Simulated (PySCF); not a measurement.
```xyz
4
charge 0 multiplicity 2, angstrom
P     0.1411   -0.2258   -0.3975
N     1.2721    0.2813    0.5477
O    -1.3074    0.1520    0.2235
H    -1.2566    0.6236    1.0661
```

These are results of PySCF, UPBE0, basis P def2-TZVP, N def2-TZVP, O def2-TZVP, H def2-TZVP (no relativity, density fitting), not measurements.

This geometry of PN(OH) is a stationary point at this level.

What is the point group?

Cs.

Is it a minimum?

Yes: all harmonic wavenumbers are real.

List the harmonic modes with their infrared intensities.


| symmetry | ω (cm⁻¹) | IR (km/mol) |
| --- | --- | --- |
| a' | 289 | 57.8 |
| a'' | 468 | 132 |
| a' | 845 | 175 |
| a' | 979 | 22.0 |
| a' | 1106 | 3.0 |
| a' | 3793 | 82.3 |

What are the dipole moment and the gap between the highest occupied and lowest empty levels of either spin?

1.91 D and 4.50 eV.

Give the atomic charges and bond orders.


```csv
atom,Mulliken,Löwdin,polar tensor,spin (Mulliken),Mayer order to P1
P1,0.42,0.31,0.66,0.02,–
N2,-0.32,-0.30,-0.32,0.92,2.06
O3,-0.44,-0.17,-0.62,0.05,1.13
H4,0.34,0.17,0.28,0.01,0.05
```
Other Mayer orders above 0.3: O–H 0.85.

Other isomers or separated fragments may lie lower.
